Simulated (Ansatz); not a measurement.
Run this with Ansatz 0.2.0, Python API and show what comes out.

`energy_c2h2clf3.py`:
```python
'''Single point of C2H2ClF3 in a Gaussian basis.'''

import json
import warnings

import ansatz as az
import numpy as np
from rdkit import Chem
from rdkit.Chem import AllChem

warnings.simplefilter('ignore', az.DeckWarning)

# start geometry from RDKit
rd = Chem.AddHs(Chem.MolFromSmiles('FCC(F)(F)Cl'))
AllChem.EmbedMolecule(rd, randomSeed=621)
AllChem.UFFOptimizeMolecule(rd)
geometry = az.Crystal.molecule()
for atom, xyz in zip(rd.GetAtoms(), rd.GetConformer().GetPositions()):
    geometry = geometry.atom(atom.GetSymbol(), xyz.round(5).tolist())

setup = geometry.calculation()
setup = setup.basis(gaussian='6-31G*').correlation('mp2')
setup = setup.forces()
print(setup.to_yaml())
r = setup.session().plan(threads=1).execute().report

for key in ('converged', 'free_energy_ev', 'reference_energy_ev', 'n_frozen', 'n_occupied', 'n_virtual'):
    print(f'{key:22s} {r[key]}')

print('correlation energy', round(r['free_energy_ev'] - r['reference_energy_ev'], 5), 'eV')
cluster = r['correlation'].get('coupled_cluster')
if cluster:
    print('cycles', cluster['cycles'], ' T1 diagnostic', round(cluster['t1_diagnostic'], 4), ' largest double', round(cluster['largest_double'], 4))

symbols = [site.symbol for site in geometry.cartesian_sites]
forces = np.array(r['forces_ev_ang'])
print('largest force', round(float(np.linalg.norm(forces, axis=1).max()), 4), 'eV/A, rms', round(float(np.sqrt((forces ** 2).mean())), 4))

charges = r['charge_distribution']
dipole = np.array(charges['dipole_moment_e_ang']) * 4.803205
print('dipole (D): {:.3f} {:.3f} {:.3f}, length {:.3f}'.format(*dipole, np.linalg.norm(dipole)))
print('atom  Mulliken   Lowdin')
for symbol, m, l in zip(symbols, charges['mulliken_charges_e'], charges['lowdin_charges_e']):
    print(f'{symbol:4s} {m:9.3f} {l:8.3f}')
with open('c2h2clf3.json', 'w') as handle:
    json.dump({k: r[k] for k in ('free_energy_ev', 'reference_energy_ev', 'n_occupied', 'n_virtual')}, handle, indent=1)
```

```console
$ python energy_c2h2clf3.py
crystal:
  periodic: [false, false, false]
  atoms:
    - { symbol: F, position_ang: [1.25321, 0.94814, 0.85153] }
    - { symbol: C, position_ang: [0.80319, -0.02703, -0.02082] }
    - { symbol: C, position_ang: [-0.71833, -0.00098, -0.1017] }
    - { symbol: F, position_ang: [-1.1425, 1.24657, -0.52164] }
    - { symbol: F, position_ang: [-1.14923, -0.95318, -1.00709] }
    - { symbol: Cl, position_ang: [-1.43006, -0.35475, 1.4937] }
    - { symbol: H, position_ang: [1.23461, 0.16289, -1.02637] }
    - { symbol: H, position_ang: [1.14911, -1.02166, 0.33239] }
basis:
  gaussian:
    orbitals: "6-31G*"
correlation:
  method: mp2
output:
  forces: true

converged              True
free_energy_ev         -22737.212473798005
reference_energy_ev    -22712.598122877178
n_frozen               10
n_occupied             [19, 19]
n_virtual              [69, 69]
correlation energy -24.61435 eV
largest force 1.3549 eV/A, rms 0.4838
dipole (D): 1.278 -1.188 -0.809, length 1.924
atom  Mulliken   Lowdin
F       -0.310   -0.051
C       -0.011   -0.159
C        0.499   -0.206
F       -0.279    0.001
F       -0.284   -0.001
Cl       0.003    0.148
H        0.193    0.136
H        0.189    0.134
```

File `c2h2clf3.json` afterwards:
```json
{
 "free_energy_ev": -22737.212473798005,
 "reference_energy_ev": -22712.598122877178,
 "n_occupied": [
  19,
  19
 ],
 "n_virtual": [
  69,
  69
 ]
}
```

Total energies depend on the basis set; only differences at equal settings carry meaning. The geometry is a force-field or estimated start, not a minimum of this method, and the basis set is short of its limit. The Löwdin charges here are taken after orthogonalising the functions within each atom; they differ from plain Löwdin charges, and their signs can be unphysical. Inner cores stay frozen, so this is valence correlation. Wall time of the script: 4.8 s on 1 thread of Arm Neoverse V1 (shared host), peak memory 0.32 GiB.
